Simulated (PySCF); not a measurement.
Exact simulation of a proton spin system

Molecule: SMILES C/C=C\C#N, C$_{4}$H$_{5}$N.

Geometry:
```tsv
atom	x (Å)	y (Å)	z (Å)
C1	-1.182	-0.367	0.386
C2	-0.119	0.671	0.390
C3	1.079	0.580	-0.214
C4	1.488	-0.569	-0.956
N5	1.820	-1.502	-1.561
H6	-1.460	-0.638	1.418
H7	-0.872	-1.277	-0.147
H8	-2.097	0.024	-0.089
H9	-0.330	1.599	0.933
H10	1.798	1.402	-0.156
```

PySCF calculation with PBE0-D3(BJ)/def2-SVP structure, J: B3LYP/pcJ-1 (spin–dipole term only in couplings to heteroatoms) and PBE0/pcSseg-1 with gauge-including orbitals; rapidly exchanging positions averaged, isolated molecule, single conformer, non-relativistic Hamiltonian.

δ = σ(ref) − σ, references computed at the same level: ¹H against TMS.

Shifts (ppm): H6/H7/H8 2.17, H9 6.53, H10 5.25.
Couplings (Hz): H6–H7, H6–H8, H7–H8: -17.3; H6–H9, H7–H9, H8–H9: 8.4; H6–H10, H7–H10, H8–H10: -2.5; H9–H10: 12.5.

The 5-spin Hamiltonian (Zeeman plus full scalar coupling among like nuclei) was diagonalised exactly; lines are Lorentzian, 0.5 Hz wide, and the maxima above 3 % are listed with the tallest set to 100.

(1) Give the ¹H peak list of this spin system at 300 MHz.

(2) And at 800 MHz?

(3) Among coupled protons with different shifts, which pair is furthest from first order, and how does the field change that?

Answers

(1) 
δ in ppm (height): 6.593 (8), 6.565 (23), 6.552 (9), 6.537 (24), 6.524 (25), 6.509 (8), 6.496 (25), 6.468 (9), 5.283 (9), 5.275 (26), 5.266 (26), 5.258 (9), 5.241 (8), 5.233 (24), 5.225 (24), 5.216 (8), 2.188 (100), 2.180 (100), 2.160 (99), 2.152 (99)

(2) 
δ in ppm (height): 6.554 (8), 6.543 (24), 6.538 (8), 6.533 (25), 6.527 (25), 6.522 (8), 6.517 (25), 6.507 (8), 5.262 (9), 5.259 (25), 5.256 (25), 5.253 (9), 5.247 (8), 5.244 (25), 5.241 (25), 5.237 (8), 2.177 (100), 2.174 (100), 2.166 (100), 2.163 (99)

(3) H9 and H10: Δν/J is about 30.7 at 300 MHz (close to first order) and 81.9 at 800 MHz (close to first order). J in Hz doesn't depend on the field, while Δν in Hz grows in proportion to it.

Unscaled 3J(H,H) at this level run about 10 % above measured values.
